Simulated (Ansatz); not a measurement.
```yaml
crystal:
  periodic: [false, false, false]
  atoms:
    - {symbol: Ge, position_ang: [0.000000, 0.000000, -1.540188]}
    - {symbol: N, position_ang: [0.000000, 0.000000, 0.185963]}
    - {symbol: N, position_ang: [0.000000, 0.000000, 1.354225]}
basis:
  gaussian: {orbitals: def2-TZVP}
magnetization: {spin_polarized: true, initial_magnetization: 2}
hamiltonian: {xc: pbe0}
relax: {f_tol: 0.004, max_steps: 80}
```

```sh
$ ansatz run in.yaml --threads 1 --pin off --events-out ev --progress --plain --max-ram 2176MiB
```

Steps of the relaxation (energy above the last step; positions in Å, forces in eV/Å):

```
3
step 1, 317.6 meV
Ge    0.000    0.000   -1.540    0.000    0.000   -2.885
N     0.000    0.000    0.186    0.000    0.000    5.066
N     0.000    0.000    1.354    0.000    0.000   -2.181
```

```
3
step 2, 162.8 meV
Ge    0.000    0.000   -1.568    0.000    0.000   -1.913
N     0.000    0.000    0.209    0.000    0.000    3.200
N     0.000    0.000    1.358    0.000    0.000   -1.288
```

```
3
step 3, 18.6 meV
Ge    0.000    0.000   -1.632    0.000    0.000   -0.565
N     0.000    0.000    0.255    0.000    0.000    0.381
N     0.000    0.000    1.376    0.000    0.000    0.185
```

```
3
step 7, 0.0 meV
Ge    0.000    0.000   -1.679    0.000    0.000   -0.001
N     0.000    0.000    0.282    0.000    0.000    0.000
N     0.000    0.000    1.398    0.000    0.000    0.001
```

Close pairs at the end: N2–N3 1.116 Å, Ge1–N2 1.961 Å.

A stationary point of unrestricted PBE0 after 7 steps, with ⟨S²⟩ = 2.015 against 2.00 for a pure state; no frequencies were run, so it isn't proven a minimum. 20 s on 1 thread of Intel Xeon 6975P-C, shared host.
